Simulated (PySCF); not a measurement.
P₂⁺, doublet in 6-31G: errors against full CI

Geometry: a PBE0/def2-TZVP stationary point for this spin.

```xyz
2

P     0.0000    0.0000    0.0000
P     0.0000    0.0000    1.9656
```

Basis 6-31G; PySCF 2.14.0. Only valence electrons are correlated (noble-gas cores frozen), which leaves 9 electrons in 16 orbitals. Prefix R: restricted or restricted open-shell reference; prefix U: unrestricted.

Full CI is exact within this basis and frozen core; it isn't the basis-set limit. The frozen core follows each run's orbitals, which can shift R against U totals by a few meV.

The determinant for coupled cluster was chosen by a search with trial CCSD, here up to 0.70 eV above the lowest Hartree–Fock solution of its kind.

The UHF ⟨S²⟩ is 2.005, the ⟨S²⟩ of the determinant under UCCSD is 0.778 and the T1 diagnostic (ROHF- or RHF-based CCSD) is 0.0240. The largest doubles amplitude (ROHF- or RHF-based CCSD) is 0.184.

```json
{"level": "RCCSD", "E − E(determinant under the R cluster runs) (eV)": "-4.3526"}
{"level": "RCCSD(T)", "E − E(determinant under the R cluster runs) (eV)": "-4.5277"}
```

Estimate how far full CI in 6-31G lies from RCCSD(T). The table doesn't fix it; the size of (T) and the diagnostics are the guide.

Full CI in 6-31G lies 2.14 kcal/mol below RCCSD(T), which is 53 % of the (T) step (-4.04 kcal/mol). A doubles amplitude is large, and the rest is a large part of (T). The miss exceeds 1 kcal/mol.

The other levels:

```
 level  E − E(full CI) (kcal/mol)  share of correlation (%)  wall time
RCCSDT                       1.85                     98.26      3.4 s
```

The correlation energy at full CI, counted from the determinant under the R cluster runs, is -4.621 eV. Full CI, over all symmetries tried, took 46 s on 1 thread of Arm Neoverse V1, shared host; the state has 994,800 determinants.

Run but not shown, since their state, orbitals or frozen core can't be matched to the reference's or they repeat it: RHF, UHF, RMP2, UMP2, UCCSD, UCCSD(T), UCCSDT.

Times are those of the correlated step on a shared host, with one SCF added for the restricted CCSD run; they ran on 1 thread of Arm Neoverse V1.

The full-CI state has the irrep Ag of D2h, in the program's axes (one component, if the state is degenerate).

Natural occupations of full CI about the gap: 1.983 1.923 1.851 1.851 1.024 0.152 0.152 0.035 0.007 0.005; effectively unpaired electrons, Σ n²(2−n)², 1.34.
